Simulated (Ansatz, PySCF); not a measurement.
Molecule: hydrogen peroxide, H$_{2}$O$_{2}$, charge 0, multiplicity 1. 
Geometry from a B3LYP-D3(BJ)/def2-TZVP (Ansatz, a quantum-chemistry and plane-wave program) optimisation:
```
O
H 1 0.9680
O 1 1.4504 2 100.54
H 3 0.9680 1 100.54 2 115.91
```
Charge 0, spin multiplicity 1.

Property: atomisation energy (electronic, to ground-state atoms), in kcal/mol. Valence correlation only, unless marked. UHF or UKS for open shells. No spin-orbit coupling. Non-relativistic unless marked X2C. The coupled-cluster limit lacks core correlation, which all-electron functionals hold. CBS(X,Y): correlation extrapolated as X^-3; Hartree-Fock from the larger set.

```tsv
level	program	atomisation energy (kcal/mol)
HF-D3(BJ)/def2-TZVPD	PySCF + dftd3	138.1
PBE-D4/def2-TZVPD	Ansatz + dftd4	281.1
BP86/def2-TZVPD	PySCF	285.4
r2SCAN-D4/def2-TZVPD	Ansatz + dftd4	266.4
PBE0-D3(BJ)/def2-TZVP	Ansatz + dftd3	261.0
r2SCANh-D4/def2-TZVPD	Ansatz + dftd4	260.2
SCS-MP2/6-31G	Ansatz	193.3
SCS-MP2/def2-SVPD	Ansatz	253.3
X2C-CCSD(T)/cc-pVTZ-DK	Ansatz	…
CCSD(T)/CBS(def2-TZVPPD,def2-QZVPPD)	Ansatz	268.7
```

**Question.** What belongs in the gaps?

**Answer.** 
- X2C-CCSD(T)/cc-pVTZ-DK, atomisation energy (kcal/mol): 257.5
